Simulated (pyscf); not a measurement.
Single points on ωB97X-D3(BJ)/def2-SVP structures (PySCF, gas phase).

### Question
What is the homolytic dissociation enthalpy (298 K, ωB97M-D3(BJ)/def2-TZVP) of the C–C bond of H₃C–CH₂–CH₂–C(CH₃)=O (SMILES CCCC(C)=O), to •H₂C–CH₃ + •H₂C–C(CH₃)=O?

### Answer
C–C to •H₂C–CH₃ + •H₂C–C(CH₃)=O: 345.3 kJ/mol. The 7 functionals that were run give +304.3 (r²SCAN) to +346.6 kJ/mol (ωB97X-D3(BJ)). The radicals are drawn with the spin at the cut bond; how far it spreads was not checked. Other isomers of •H₂C–CH₃, •H₂C–C(CH₃)=O were not searched in full and may lie lower.
